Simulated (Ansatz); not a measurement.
**r2SCAN0/STO-3G run of AlHO2 (SMILES [O]=[Al][OH])**

What is the vertical ionisation energy of AlHO2 at r2SCAN0/STO-3G? 

The calculation is run with Ansatz 0.2.0.

62 further runs of the same task are left out: 8 that didn't finish, 54 set aside as unsound or not needed.

### 1 The molecule

The species is AlHO2 (4 atoms), meant as a singlet with charge 0. SMILES: `[O]=[Al][OH]`. The shape comes from GFN2-xTB, which is rough for such elements, and wasn't checked as a minimum.

Bond lengths: O1–Al2 1.572 Å, Al2–O3 1.628 Å, O3–H4 0.949 Å. Angles: O1–Al2–O3 180.0°, Al2–O3–H4 179.6°.

### 2 A single-point energy at r2SCAN0/STO-3G

Contents of in.yaml:

```yaml
basis:
  gaussian:
    orbitals: STO-3G
crystal:
  periodic: [false, false, false]
  atoms:
    - {symbol: O, position_ang: [-1.605830, -1.403740, -0.651200]}
    - {symbol: Al, position_ang: [-0.474020, -0.415070, -0.191330]}
    - {symbol: O, position_ang: [0.698750, 0.609040, 0.285100]}
    - {symbol: H, position_ang: [1.381100, 1.209770, 0.557430]}
hamiltonian:
  xc: {name: r2SCAN0}
accuracy: high
```

Run with:

```console
ansatz run in.yaml --threads 1 --pin off --max-ram 2610MiB --events-out events.jsonl --progress --plain --runs-dir runs
```

The log of the run:

```text
Warning: RAYON_NUM_THREADS=1 ignored (pool sized by the plan → 1); use --threads N
Functional definition: r2SCAN0
  name "r2SCAN0"
  parameter a = 0.25
  parameter k0 = 0.174
  parameter k1 = 0.065
  parameter a1 = 4.9479
  exchange = (1 - a)*r2scan_x(k0 = k0, k1 = k1, a1 = a1) + a*exact_x
  correlation = r2scan_c
342 factors; integrals over basis functions are off by at most 1.7e-8 eV
mean field evaluation 1: about -10557.6606 eV, gradient 4.3e1 eV
mean field evaluation 2: about -10457.9554 eV, gradient 1.9e2 eV
mean field evaluation 4: about -10565.4340 eV, gradient 1.2e1 eV
mean field evaluation 8: about -10565.8306 eV, gradient 2.1e-1 eV
mean field evaluation 16: about -10565.8307 eV, gradient 1.5e-6 eV
mean field -10565.83071143 eV, -388.2871168676 hartree, gradient 3.8e-9 eV, S^2 0.000000; 0 other end points of the search recorded, 0 dependent functions left out
reference -10565.83071170 eV, -388.2871168777 hartree; 15, 15 occupied and 5, 5 virtual orbitals, 342 factors
Total energy: -10565.83071170 eV, -388.2871168777 hartree
```

It took 1.4 s on 1 thread of Intel Xeon 6975P-C (Granite Rapids), shared host; peak memory 0.15 GiB.

### 3 The doublet cation

Contents of molecule.yaml:

```yaml
crystal:
  periodic: [false, false, false]
  atoms:
    - {symbol: O, position_ang: [-1.605830, -1.403740, -0.651200]}
    - {symbol: Al, position_ang: [-0.474020, -0.415070, -0.191330]}
    - {symbol: O, position_ang: [0.698750, 0.609040, 0.285100]}
    - {symbol: H, position_ang: [1.381100, 1.209770, 0.557430]}
basis:
  gaussian: {orbitals: STO-3G}
total_charge: 1
magnetization: {spin_polarized: true, initial_magnetization: 1}
hamiltonian: {xc: {name: r2SCAN0}}
accuracy: high
```

Run with:

```console
ansatz run molecule.yaml --threads 1 --pin off --max-ram 2610MiB --events-out events.jsonl --progress --plain --runs-dir runs
```

The log of the run, cut to the lines that bear on the results:

```text
Warning: RAYON_NUM_THREADS=1 ignored (pool sized by the plan → 1); use --threads N
[... 2 set-up lines as earlier in the session ...]
[...]
342 factors; integrals over basis functions are off by at most 1.7e-8 eV
[...]
mean field -10560.97813990 eV, -388.1087881531 hartree, gradient 1.6e-8 eV, S^2 0.761645; 4 other end points of the search recorded, 0 dependent functions left out
reference -10560.97814048 eV, -388.1087881745 hartree; 15, 14 occupied and 5, 6 virtual orbitals, 342 factors
Total energy: -10560.97814048 eV, -388.1087881745 hartree
```

Wall time 70 s (1 thread of Intel Xeon 6975P-C (Granite Rapids), shared host); peak memory 0.24 GiB.

### 4 Results

At r2SCAN0/STO-3G:

| quantity | value |
| --- | --- |
| singlet AlHO2: total energy | -388.28712 Eh |
| doublet cation: total energy | -388.10879 Eh |
| doublet cation: ⟨S²⟩ | 0.762 |
| vertical ionisation energy (to the doublet cation) | 4.853 eV |

In words: Removing an electron at fixed nuclei costs 4.85 eV (468 kJ/mol). In a minimal basis such a difference can be off by several eV, whatever the method.
